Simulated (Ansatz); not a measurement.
# MgH₂: up Jacob's ladder to CCSD(T)

One table from this session's results is given with a row withheld; the runs are named, their logs left out.

Program: Ansatz 0.2.0, Gaussian basis. Level of theory: functionals in def2-TZVPP, the program's frozen cores in correlated methods. These are calculated values, not measurements.

The runs, in order: LDA (SPW92), PBE-D4, revPBE-D4, BLYP-D4, r2SCAN-D4, B97M-V, PBE0-D4, B3LYP-D4, r2SCANh-D4, r2SCAN0-D4, HSE06-D4, BHLYP-D4, CAM-B3LYP-D4, LC-ωPBE, ωB97X-V, ωB97M-V, B2PLYP, PBE-QIDH; CCSD(T)/def2-SVP; CCSD(T)/def2-TZVPP; CCSD(T)/def2-QZVPP; extrapolation to the limit; RPA on PBE.

### The geometry

All runs share one geometry, relaxed beforehand with PBE0-D4 in a triple-zeta def2 set.

SMILES `[MgH2]`, 3 atoms, charge 0, spin multiplicity 1.

Atoms are counted from 1 here; the program's logs count them from 0.

Bond lengths: Mg1–H2 1.704 Å, Mg1–H3 1.704 Å. Angles: H2–Mg1–H3 180.0°.

As a file:

```mol
H2Mg
  3D, bonds by distance, orders not assigned

  3  2  0  0  0  0  0  0  0  0999 V2000
   -0.0040   -0.0214   -0.0045 Mg  0  0
    0.6392    1.4712    0.5082 H   0  0
   -0.6462   -1.5146   -0.5169 H   0  0
  1  2  8  0
  1  3  8  0
M  END
```

Set-up of the first run:

in.yaml

```yaml
crystal:
  periodic: [false, false, false]
  atoms:
    - {symbol: Mg, position_ang: [-0.003994, -0.021439, -0.004504]}
    - {symbol: H, position_ang: [0.639158, 1.471245, 0.508183]}
    - {symbol: H, position_ang: [-0.646164, -1.514606, -0.516880]}
basis:
  gaussian: {orbitals: def2-TZVPP}
hamiltonian: {xc: lda}
output: {orbitals: {seedname: orbitals}}
```

Launch:

```sh
ansatz run in.yaml --threads 2 --pin off --events-out ev --progress --plain --max-ram 32768MiB --backend cpu
```

Among the steps run: LDA; PBE-D4 (GGA); revPBE-D4 (GGA); BLYP-D4 (GGA); r2SCAN-D4 (meta-GGA); B97M-V (meta-GGA); B3LYP-D4 (hybrid); r2SCANh-D4 (hybrid); r2SCAN0-D4 (hybrid); HSE06-D4 (hybrid); BHLYP-D4 (hybrid); CAM-B3LYP-D4 (range-separated); LC-ωPBE (range-separated); ωB97X-V (range-separated); ωB97M-V (range-separated); B2PLYP (double hybrid); PBE-QIDH (double hybrid).

One table of the session follows, with a row left open; its other results are not shown here.

It belongs to the step «Orbital energies across the functionals». 

```
  functional  HOMO (eV)  gap (eV)
 LDA (SPW92)      -6.09      4.74
      PBE-D4      -6.04      4.87
   revPBE-D4      -6.01      4.92
     BLYP-D4      -5.98      4.86
   r2SCAN-D4      -6.31      5.64
      B97M-V      -6.43      5.33
     PBE0-D4      -7.21      6.67
    B3LYP-D4      -7.05      6.29
  r2SCANh-D4      -6.74      6.25
  r2SCAN0-D4          ?         ?
    HSE06-D4      -6.80      5.92
    BHLYP-D4      -8.33      8.37
CAM-B3LYP-D4      -8.61      8.81
     LC-ωPBE      -9.97     11.14
     ωB97X-V      -9.61     10.70
     ωB97M-V      -9.38     10.12
```

Q: Estimate the row for r2SCAN0-D4 from the others.

Worked estimate for «HOMO (eV)». Against the share of exact exchange, r2SCAN-D4 (0, -6.31), r2SCANh-D4 (0.1, -6.74) give a slope of -4.30 per unit share; at 0.25 the line stands at -7.39.

As computed: HOMO (eV): -7.38; gap (eV): 7.15. In «HOMO (eV)» the line misses by -0.01.
